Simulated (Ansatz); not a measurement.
Process, species as SMILES: [C]#C (C2H) -> [C-]#C (an electron is taken up)

Property: adiabatic electron affinity (electronic), in eV. Positive where the reaction releases energy. Conventions: 6-311+G** with 5d; open shells spin-unrestricted; no spin-orbit coupling; non-relativistic; frozen cores in correlated levels; 6-31G* and kin with 6d, 5d where marked; LANL2DZ all-electron up to Ne. First-principles rows: single points at B3LYP-D3(BJ) geometries (Ansatz, a program for electronic structure). Sets without +, aug- or the D of def2-TZVPD hold no diffuse functions, which anions need. A UHF reference is markedly spin-contaminated in at least one set, which strains HF and MP2.

```json
[
 {"level": "MP2/3-21G", "program": "Ansatz", "adiabatic electron affinity (electronic) (eV)": "1.65"},
 {"level": "MP2/LANL2DZ", "program": "Ansatz", "adiabatic electron affinity (electronic) (eV)": "2.48"},
 {"level": "MP2/6-31G*", "program": "Ansatz", "adiabatic electron affinity (electronic) (eV)": "2.17"},
 {"level": "MP2/6-311+G**", "program": "Ansatz", "adiabatic electron affinity (electronic) (eV)": "3.27"}
]
```

No value to compare with is used here. The 4 habitual levels span 1.65 (MP2/3-21G) to 3.27 eV (MP2/6-311+G**).

The sets are all those run for this method; runs whose electronic state is in doubt are left out.
